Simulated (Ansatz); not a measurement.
# A ladder of methods for CH2NSi (SMILES N#C[SiH2])

CH2NSi: 5 atoms, total charge 0, spin state doublet. As SMILES, `N#C[SiH2]`. The shape is that of a PBE0-D4/def2-TZVP optimisation.

```xyz
5

N     1.0418   -1.2192    1.5723
C     0.5659   -0.6252    0.7039
Si   -0.0920    0.2678   -0.7519
H    -1.4554   -0.2230   -1.0537
H    -0.0104    1.7260   -0.5118
```

Each level gives the energy change with the N1–C2 bond stretched from 1.155 to 1.443 Å (eV). The values are calculated.

```
            level                    kind  program  value (eV)  less FCI/STO-3G  CPU time (all runs)
       UHF/STO-3G            Hartree–Fock   Ansatz        1.09            -0.47               0.58 s
    USVWN5/STO-3G                     LDA   Ansatz        1.68            +0.12                2.4 s
  U-revPBE/STO-3G                     GGA   Ansatz        1.48            -0.08                4.1 s
     UBLYP/STO-3G                     GGA   Ansatz        1.40            -0.16                4.1 s
  U-r2SCAN/STO-3G                meta-GGA   Ansatz        1.83            +0.27                 12 s
UCAM-B3LYP/STO-3G  range-separated hybrid   Ansatz        2.17            +0.61                5.1 s
   UB2PLYP/STO-3G           double hybrid   Ansatz        2.43            +0.87                7.3 s
  UCCSD(T)/STO-3G   coupled cluster or CI   Ansatz        1.66            +0.10               0.87 s
    UCCSDT/STO-3G   coupled cluster or CI   Ansatz        1.66            +0.10                3.2 s
       FCI/STO-3G      exact in the basis   Ansatz        1.56             0.00                6 min
```

FCI/STO-3G is exact within its basis and frozen core, so for wave-function methods in that basis the difference is their error; functionals converge differently with the basis, so for them it is only a difference. The first shape isn't each level's own minimum. The values span 1.09 to 2.43 eV. Spin contamination of the reference (⟨S²⟩ at least 0.1 too high) touches UHF/STO-3G, U-r2SCAN/STO-3G, UCAM-B3LYP/STO-3G, UB2PLYP/STO-3G, UCCSD(T)/STO-3G, UCCSDT/STO-3G. All rows use very small basis sets, so none should be taken for the real molecule's value. Times are those of the runs behind each value, whatever else they computed, on shared processors of several kinds: orders of magnitude only.
